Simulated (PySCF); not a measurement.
Stepwise substitution at one centre (Al F-NH2). All species are isolated molecules in the gas phase. Strings in code marks are SMILES.

These are PBE-D3(BJ)/def2-TZVP // B3LYP-D3(BJ)/def2-TZVP (PySCF) values and carry that method's errors. Excitations are Tamm–Dancoff values on a coarser integration grid. The basis has no diffuse functions, so Rydberg states are missing or too high.

```json
[
 {"species": "0 of 3 F replaced by NH2 (`[F][Al]([F])[F]`)", "brightest of the four lowest singlets (TDA) (eV)": "8.04", "T1 excitation (TDA) (eV)": "(withheld)", "S1 oscillator strength": "0.000", "LUMO (eV)": "-2.42", "HOMO (eV)": "-9.62"},
 {"species": "1 of 3 F replaced by NH2 (`[Al]([NH2])([F])[F]`)", "brightest of the four lowest singlets (TDA) (eV)": "(withheld)", "T1 excitation (TDA) (eV)": "(withheld)", "S1 oscillator strength": "0.053", "LUMO (eV)": "-1.54", "HOMO (eV)": "-6.57"},
 {"species": "2 of 3 F replaced by NH2 (`[NH2][Al]([NH2])[F]`)", "brightest of the four lowest singlets (TDA) (eV)": "5.59", "T1 excitation (TDA) (eV)": "4.65", "S1 oscillator strength": "0.000", "LUMO (eV)": "(withheld)", "HOMO (eV)": "-5.74"},
 {"species": "3 of 3 F replaced by NH2 (`[NH2][Al]([NH2])[NH2]`)", "brightest of the four lowest singlets (TDA) (eV)": "(withheld)", "T1 excitation (TDA) (eV)": "4.62", "S1 oscillator strength": "0.002", "LUMO (eV)": "-0.50", "HOMO (eV)": "-5.27"}
]
```

Task: What belongs in the gaps?

Result: 
- 0 of 3 F replaced by NH2 (`[F][Al]([F])[F]`), T1 excitation (TDA) (eV): 7.08
- 1 of 3 F replaced by NH2 (`[Al]([NH2])([F])[F]`), brightest of the four lowest singlets (TDA) (eV): 7.09
- 1 of 3 F replaced by NH2 (`[Al]([NH2])([F])[F]`), T1 excitation (TDA) (eV): 4.76
- 2 of 3 F replaced by NH2 (`[NH2][Al]([NH2])[F]`), LUMO (eV): -0.91
- 3 of 3 F replaced by NH2 (`[NH2][Al]([NH2])[NH2]`), brightest of the four lowest singlets (TDA) (eV): 5.77
